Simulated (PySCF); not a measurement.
Ligands exchanged one at a time, Al F-SiH3. All species are isolated molecules in the gas phase. Strings in code marks are SMILES.

All values below come from PySCF with B3LYP-D3(BJ)/def2-TZVP // PBE0-D4/def2-TZVP. All candidates: neutral, multiplicity 1. B3LYP has the VWN-RPA correlation part, as in Gaussian. Excitations are Tamm–Dancoff values on a coarser integration grid. The basis has no diffuse functions, so Rydberg states are missing or too high.

- HOMO = -7.11 eV
- S1 excitation (TDA) = 3.35 eV
- LUMO = -2.79 eV

**Question.** Name which member has these values.
A) `[F][Al]([F])[F]`
B) `[F][Al]([SiH3])[SiH3]`
C) `[SiH3][Al]([SiH3])[SiH3]`
D) `[F][Al]([F])[SiH3]`

**Answer.** C, `[SiH3][Al]([SiH3])[SiH3]`. The others give `[F][Al]([SiH3])[SiH3]`: -7.14 eV, 3.90 eV, -2.27 eV; `[F][Al]([F])[F]`: -11.42 eV, 8.16 eV, -1.89 eV; `[F][Al]([F])[SiH3]`: -8.47 eV, 6.21 eV, -1.66 eV
